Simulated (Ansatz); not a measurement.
A run of Ansatz (development build ahead of 0.2.0) on singlet B₂H₆ at this shape:

```yaml
atoms:
  - { symbol: B, position_ang: [0.0483, -0.0074, 0.8701] }
  - { symbol: B, position_ang: [-0.0363, -0.0218, -0.8543] }
  - { symbol: H, position_ang: [1.0037, -0.0365, -0.0325] }
  - { symbol: H, position_ang: [-0.9939, 0.0237, -0.0440] }
  - { symbol: H, position_ang: [-0.0340, 1.0579, 1.5028] }
  - { symbol: H, position_ang: [-0.0394, -1.0271, 1.4480] }
  - { symbol: H, position_ang: [-0.0403, 1.0804, -1.4601] }
  - { symbol: H, position_ang: [-0.0103, -1.0986, -1.4802] }
```

Its results:

```yaml
Converged: yes
Total_energy: -52.80776 hartree
Spin_squared_of_the_determinant: 0.000
```

Task: Which input gives this output? Name the method, the orbitals and the basis set, and write the input.

Result: RHF in cc-pVDZ. An unrestricted run that stays on the closed shell gives the same numbers.

```yaml
crystal:
  periodic: [false, false, false]
  atoms:
    - { symbol: B, position_ang: [0.04826, -0.00737, 0.87009] }
    - { symbol: B, position_ang: [-0.03629, -0.02184, -0.8543] }
    - { symbol: H, position_ang: [1.00375, -0.03651, -0.03254] }
    - { symbol: H, position_ang: [-0.99394, 0.02366, -0.04404] }
    - { symbol: H, position_ang: [-0.03397, 1.05795, 1.50282] }
    - { symbol: H, position_ang: [-0.03945, -1.02711, 1.44804] }
    - { symbol: H, position_ang: [-0.0403, 1.08037, -1.46009] }
    - { symbol: H, position_ang: [-0.01026, -1.09858, -1.48015] }
basis:
  gaussian: { orbitals: cc-pVDZ }
hamiltonian:
  xc: hf
```
